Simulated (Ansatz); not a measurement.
```yaml
crystal:
  periodic: [false, false, false]
  atoms:
    - {symbol: B, position_ang: [0.000000, 0.000000, -1.778296]}
    - {symbol: Si, position_ang: [0.000000, 0.000000, 0.033039]}
    - {symbol: C, position_ang: [0.000000, 0.000000, 1.745256]}
basis:
  gaussian: {orbitals: def2-TZVP}
magnetization: {spin_polarized: true, initial_magnetization: 1}
hamiltonian: {xc: pbe0}
relax: {f_tol: 0.004, max_steps: 80}
```

```sh
$ ansatz run in.yaml --threads 1 --pin off --events-out ev --progress --plain --max-ram 2176MiB
```

Steps of the relaxation (energy above the last step; positions in Å, forces in eV/Å):

```
3
step 1, 67.8 meV
B     0.000    0.000   -1.778    0.000    0.000   -0.847
Si    0.000    0.000    0.033    0.000    0.000   -0.940
C     0.000    0.000    1.745    0.000    0.000    1.786
```

```
3
step 2, 16.4 meV
B     0.000    0.000   -1.802    0.000    0.000   -0.351
Si    0.000    0.000    0.030    0.000    0.000   -0.508
C     0.000    0.000    1.772    0.000    0.000    0.859
```

```
3
step 3, 0.1 meV
B     0.000    0.000   -1.822    0.000    0.000   -0.009
Si    0.000    0.000    0.025    0.000    0.000   -0.075
C     0.000    0.000    1.797    0.000    0.000    0.084
```

```
3
step 4, 0.0 meV
B     0.000    0.000   -1.823    0.000    0.000   -0.006
Si    0.000    0.000    0.024    0.000    0.000    0.010
C     0.000    0.000    1.799    0.000    0.000   -0.004
```

```
3
step 5, 0.0 meV
B     0.000    0.000   -1.823    0.000    0.000    0.000
Si    0.000    0.000    0.024    0.000    0.000    0.000
C     0.000    0.000    1.799    0.000    0.000    0.000
```

Close pairs at the end: Si2–C3 1.775 Å, B1–Si2 1.847 Å.

A stationary point of unrestricted PBE0 after 5 steps, with ⟨S²⟩ = 1.968 against 0.75 for a pure state; no frequencies were run, so it isn't proven a minimum. 60 s on 1 thread of Arm Neoverse V1, shared host.
